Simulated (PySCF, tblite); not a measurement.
# SiH3Cl: changes of charge, part 2 of 2

tblite 0.8.0 and PySCF 2.14.0. Atoms count from 0. The steps go on from the part before.

### Step 9. Infrared spectrum with GFN2-xTB

What the job is given:

```
{"job": {"kind": "ir", "xc": "GFN2-xTB", "basis": "xTB"}, "charge": 1, "multiplicity": 2}
Si    -0.043426     0.083892     0.013827
Cl     1.932831     0.084394     0.027547
H     -0.498279    -1.149554    -0.743411
H     -0.697086     1.339123    -0.318897
H     -0.625606    -0.580340     1.246443
```

Standard output:

```text
mode    cm-1     km/mol
  1     111.1      1.14
  2     388.5     30.42
  3     468.4     10.83
  4     488.4      6.91
  5     612.6      0.56
  6     718.6    154.17
  7    1649.9     41.79
  8    1863.1     33.71
  9    2360.0     50.17
ZPE 51.802  H(298)-E 66.386  G(298)-E -18.344 kJ/mol  S 284.18 J/(mol K)
```

Wall time 0.09 s (1 thread of Intel Xeon Platinum 8488C, shared host).

The strongest bands and the atoms that carry them (share of the mass-weighted mode):

```csv
cm⁻¹,km/mol,atoms
111,1.1,"H4 56 %, H2 38 %"
388,30.4,"H2 44 %, H4 23 %, Si0 18 %"
468,10.8,"H3 31 %, Si0 31 %, H4 17 %, Cl1 15 %"
488,6.9,"H3 60 %, H2 18 %, Si0 11 %, H4 10 %"
719,154.2,"H4 34 %, H2 33 %, H3 29 %"
1650,41.8,"H2 50 %, H4 47 %"
1863,33.7,"H4 50 %, H2 47 %"
2360,50.2,H3 97 %
```

### Step 10. Optimising the geometry at PBE0-D3(BJ)/def2-SVP

This step treats SiH3Cl+ (doublet), labelled `[SiH3][Cl+]` (the label fixes atoms and charge, not where charge and spin sit).

What the job is given:

```
{"job": {"xc": "PBE0", "basis": "def2-SVP", "d3": "d3bj", "grid": 1, "kind": "geom"}, "charge": 1, "multiplicity": 2}
Si    -0.043426     0.083892     0.013827
Cl     1.932831     0.084394     0.027547
H     -0.498279    -1.149554    -0.743411
H     -0.697086     1.339123    -0.318897
H     -0.625606    -0.580340     1.246443
```

Standard output:

```text
step   0  E = -750.59982254  max force = 0.017946
step   1  E = -750.60254291  max force = 0.008601
step   2  E = -750.60266551  max force = 0.003234
step   3  E = -750.60292891  max force = 0.001849
step   4  E = -750.60294417  max force = 0.000446
step   5  E = -750.60295250  max force = 0.000506
step   6  E = -750.60295642  max force = 0.000490
step   7  E = -750.60306012  max force = 0.004182
step   8  E = -750.60317041  max force = 0.003145
step   9  E = -750.60380852  max force = 0.010191
step  10  E = -750.59333487  max force = 0.032398
step  11  E = -750.60347618  max force = 0.023231
step  12  E = -750.60478058  max force = 0.014771
step  13  E = -750.60560375  max force = 0.011697
step  14  E = -750.60621977  max force = 0.003735
step  15  E = -750.60686816  max force = 0.004062
step  16  E = -750.60693368  max force = 0.001462
step  17  E = -750.60694881  max force = 0.000669
step  18  E = -750.60695407  max force = 0.000503
step  19  E = -750.60695642  max force = 0.000160
optimisation converged
```

It took 19 s on 1 thread of Intel Xeon Platinum 8488C, shared host.

Step by step: (the energy doesn't fall at every step)

```csv
step,energy from step 0 (eV),largest force component (eV/Å)
0,0.0000,0.9228
1,-0.0740,0.4423
2,-0.0774,0.1663
3,-0.0845,0.0951
4,-0.0849,0.0229
5,-0.0852,0.0260
6,-0.0853,0.0252
7,-0.0881,0.2150
8,-0.0911,0.1617
9,-0.1085,0.5240
10,0.1765,1.6660
11,-0.0994,1.1946
12,-0.1349,0.7596
13,-0.1573,0.6015
14,-0.1741,0.1921
15,-0.1917,0.2089
16,-0.1935,0.0752
17,-0.1939,0.0344
18,-0.1941,0.0259
19,-0.1941,0.0082
```

Close pairs (by a distance rule), those that changed most:

```csv
bond,before (Å),after (Å),change (Å)
Si0–Cl1,1.976,2.070,+0.094
Si0–H2,1.517,1.600,+0.083
Si0–H4,1.516,1.478,-0.038
Si0–H3,1.454,1.478,+0.024
```

The end geometry stands in the next job.

```csv
at the end point,value
point group (found at 0.08 Å tolerance),Cs
"rotational constants (GHz, main isotopes)","81.709, 6.675, 6.611"
⟨S²⟩,0.756
```

### Step 11. Harmonic vibrations (SiH3Cl+ (doublet), [SiH3][Cl+]): PBE0-D3(BJ)/def2-SVP

What the job is given:

```
{"job": {"xc": "PBE0", "basis": "def2-SVP", "d3": "d3bj", "grid": 2, "kind": "hessian"}, "charge": 1, "multiplicity": 2}
Si    -0.208221     0.100639     0.192018
Cl     1.830143    -0.149643    -0.070746
H     -0.134851    -1.031300    -0.937083
H     -0.714678     1.353635    -0.407034
H     -0.703658    -0.496317     1.450373
```

Standard output:

```text
coarse grid: 5112 points
cycle   1  E = -750.4877170793  dE =  3.176e-01  |g| = 2.086e-01  |ddm| = 1.384e+00
cycle   2  E = -750.4750397956  dE =  1.268e-02  |g| = 2.689e-01  |ddm| = 6.203e-01
cycle   3  E = -750.5255927570  dE = -5.055e-02  |g| = 4.308e-02  |ddm| = 3.662e-01
cycle   4  E = -750.5267350097  dE = -1.142e-03  |g| = 1.272e-02  |ddm| = 7.153e-02
cycle   5  E = -750.5268474067  dE = -1.124e-04  |g| = 2.197e-03  |ddm| = 1.791e-02
cycle   6  E = -750.5268532432  dE = -5.836e-06  |g| = 1.095e-03  |ddm| = 4.778e-03
final grid: 39792 points
cycle   7  E = -750.6069339864  dE = -4.123e-06  |g| = 5.012e-04  |ddm| = 5.204e-03
cycle   8  E = -750.6069340104  dE = -2.405e-08  |g| = 6.567e-04  |ddm| = 1.568e-03
cycle   9  E = -750.6069343097  dE = -2.993e-07  |g| = 1.050e-04  |ddm| = 7.907e-04
cycle  10  E = -750.6069343200  dE = -1.027e-08  |g| = 7.560e-05  |ddm| = 2.088e-04
cycle  11  E = -750.6069343258  dE = -5.832e-09  |g| = 1.882e-05  |ddm| = 1.488e-04
cycle  12  E = -750.6069343263  dE = -4.973e-10  |g| = 7.048e-06  |ddm| = 4.685e-05
cycle  13  E = -750.6069343264  dE = -6.105e-11  |g| = 1.666e-06  |ddm| = 1.725e-05
converged SCF energy = -750.6069343264

mode    cm-1
  1     446.6
  2     458.8
  3     580.4
  4     616.2
  5     692.1
  6     885.8
  7    1640.9
  8    2289.0
  9    2340.7
ZPE 59.517  H(298)-E 72.114  G(298)-E -8.790 kJ/mol  S 271.35 J/(mol K)
```

It took 27 s on 1 thread of Intel Xeon Platinum 8488C, shared host; peak memory 0.71 GiB.

Zero-point energy 59.52 kJ/mol (xTB gave 51.80).

### Step 12. Single point (SiH₃Cl): wB97X-D3(BJ)/ma-def2-TZVP

Geometry: PBE0-D3(BJ)/def2-SVP, that of another charge or spin state.

What the job is given:

```
{"job": {"kind": "sp", "xc": "wB97X", "basis": "ma-def2-TZVP", "d3": "d3bj", "grid": 2}, "charge": 0, "multiplicity": 1}
Si    -0.208221     0.100639     0.192018
Cl     1.830143    -0.149643    -0.070746
H     -0.134851    -1.031300    -0.937083
H     -0.714678     1.353635    -0.407034
H     -0.703658    -0.496317     1.450373
```

Standard output:

```text
coarse grid: 5112 points
cycle   1  E = -751.5276969992  dE = -1.190e-01  |g| = 3.141e-01  |ddm| = 1.490e+00
cycle   2  E = -751.5496569236  dE = -2.196e-02  |g| = 2.299e-01  |ddm| = 4.624e-01
cycle   3  E = -751.5614638377  dE = -1.181e-02  |g| = 2.077e-02  |ddm| = 1.824e-01
cycle   4  E = -751.5616028613  dE = -1.390e-04  |g| = 5.772e-03  |ddm| = 2.763e-02
cycle   5  E = -751.5616204627  dE = -1.760e-05  |g| = 1.082e-03  |ddm| = 1.120e-02
cycle   6  E = -751.5616209339  dE = -4.712e-07  |g| = 2.920e-04  |ddm| = 1.860e-03
final grid: 39792 points
cycle   7  E = -751.5585205679  dE = -1.169e-05  |g| = 4.353e-03  |ddm| = 1.042e-02
cycle   8  E = -751.5585214816  dE = -9.137e-07  |g| = 2.197e-03  |ddm| = 3.087e-03
cycle   9  E = -751.5585219945  dE = -5.129e-07  |g| = 1.827e-04  |ddm| = 1.517e-03
cycle  10  E = -751.5585220028  dE = -8.317e-09  |g| = 4.314e-05  |ddm| = 1.568e-04
converged SCF energy = -751.5585220028
```

It took 1.5 s on 1 thread of Intel Xeon Platinum 8488C, shared host.

### Step 13. Single point (SiH₃Cl+ (doublet), [SiH3][Cl+]): wB97X-D3(BJ)/ma-def2-TZVP

Geometry: PBE0-D3(BJ)/def2-SVP.

What the job is given:

```
{"job": {"kind": "sp", "xc": "wB97X", "basis": "ma-def2-TZVP", "d3": "d3bj", "grid": 2}, "charge": 1, "multiplicity": 2}
Si    -0.208221     0.100639     0.192018
Cl     1.830143    -0.149643    -0.070746
H     -0.134851    -1.031300    -0.937083
H     -0.714678     1.353635    -0.407034
H     -0.703658    -0.496317     1.450373
```

Standard output:

```text
final grid: 39792 points
cycle   1  E = -751.1685803042  dE = -3.012e-02  |g| = 1.191e-01  |ddm| = 3.275e-01
cycle   2  E = -751.1721736671  dE = -3.593e-03  |g| = 7.728e-02  |ddm| = 1.594e-01
cycle   3  E = -751.1741069213  dE = -1.933e-03  |g| = 8.372e-03  |ddm| = 5.709e-02
cycle   4  E = -751.1741782064  dE = -7.129e-05  |g| = 4.229e-03  |ddm| = 1.023e-02
cycle   5  E = -751.1742025981  dE = -2.439e-05  |g| = 1.132e-03  |ddm| = 6.418e-03
cycle   6  E = -751.1742071277  dE = -4.530e-06  |g| = 5.175e-04  |ddm| = 3.017e-03
cycle   7  E = -751.1742082125  dE = -1.085e-06  |g| = 2.204e-04  |ddm| = 1.603e-03
cycle   8  E = -751.1742084249  dE = -2.124e-07  |g| = 1.007e-04  |ddm| = 6.976e-04
cycle   9  E = -751.1742084684  dE = -4.357e-08  |g| = 2.828e-05  |ddm| = 3.822e-04
cycle  10  E = -751.1742084711  dE = -2.688e-09  |g| = 1.012e-05  |ddm| = 9.095e-05
converged SCF energy = -751.1742084711
```

Run time: 2.9 s. Hardware: 1 thread of Intel Xeon Platinum 8488C, shared host.

### Step 14. Changes of charge: wB97X-D3(BJ)/ma-def2-TZVP

This step combines the energies above: geometries from PBE0-D3(BJ)/def2-SVP, zero-point and thermal terms from PBE0-D3(BJ)/def2-SVP.

What the job is given:

```
{"job": {"kind": "rx", "dirs": [1], "geom": {"xc": "PBE0", "basis": "def2-SVP", "d3": "d3bj", "grid": 1}, "hess": 1, "level": {"xc": "wB97X", "basis": "ma-def2-TZVP", "d3": "d3bj"}}, "charge": 0, "multiplicity": 1}
Si    -0.114281    -0.003291    -0.013319
Cl     1.949142     0.105021     0.062185
H     -0.507629    -1.022164    -1.025343
H     -0.652540     1.330985    -0.396695
H     -0.625054    -0.394153     1.329544
```

Output (the driver's rows laid out field by field):

```text
ionisation and electron attachment, wB97X-D3(BJ)/ma-def2-TZVP // PBE0-D3(BJ)/def2-SVP

row 1
  change                  oxidation
  charge                  1
  multiplicity            2
  vertical_ev             11.7974
  vertical_s2             0.76
  formula                 ClH3Si
  smiles                  [SiH3][Cl+]
  kept                    yes
  pieces                  1
  point_group             Cs
  adiabatic_electronic_ev 11.4312
  adiabatic_ev            11.3347
  free_energy_ev          11.2829
  s2                      0.758
  bonds_moved             0 2 1.489 1.6; 0 4 1.489 1.478; 0 3 1.489 1.478
  spin_on                 1 Cl 0.575; 2 H 0.33
  charge_moved            1 Cl 0.462; 2 H 0.209; 0 Si 0.113; 4 H 0.108
  vertical_back_ev        10.4577
  relaxation_parent_ev    0.9735
  relaxation_ion_ev       0.3662
  reorganisation_ev       1.3397
```

Wall time 69 s (1 thread of Intel Xeon Platinum 8488C, shared host).

Energy taken up on oxidation, or given off on reduction (eV; adiabatic with zero-point energy):

```csv
change,product,vertical,adiabatic,free energy,reorganisation,⟨S²⟩
oxidation (multiplicity 2),[SiH3][Cl+],11.80,11.33,11.28,1.34,0.76
```

On oxidation to multiplicity 2 charge changes most on Cl1 (+0.46 e), H2 (+0.21 e), Si0 (+0.11 e); the spin sits on Cl1 (0.57), H2 (0.33); the bond Si0–H2 goes from 1.489 to 1.600 Å.

### Step 15. Summary of results

The summary covers parts 1 to 2.

| quantity | value |
| --- | --- |
| strongest single infrared mode (GFN2-xTB) | 778 cm⁻¹, 659 km/mol |
| zero-point energy (GFN2-xTB) | 15.5 kcal/mol |
| point group | C3v |
| rotational constants (main isotopes) | 84.21, 6.55, 6.55 GHz |
| ionisation energy (wB97X-D3(BJ)/ma-def2-TZVP) | vertical 11.80 eV, adiabatic 11.33 eV |

What this shows: All 9 modes are real, so the xTB geometry is a minimum. The strongest single mode, at 778 cm⁻¹, has its largest shares on H3, H2 and H4 (the list is cut at 3 atoms). Unscaled tight-binding wavenumbers are off by several per cent, some by more. Its intensities can rank the bands wrongly. Relaxing lowered the energy by 0.067 eV in 3 steps; the close pair that moved most is Si0–Cl1, from 2.010 to 2.068 Å (PBE0/def2-SVP). At wB97X-D3(BJ)/ma-def2-TZVP, relaxation with the zero-point term after oxidation moves the energy taken up from 11.80 eV (vertical) to 11.33 eV (adiabatic, with zero-point energy).
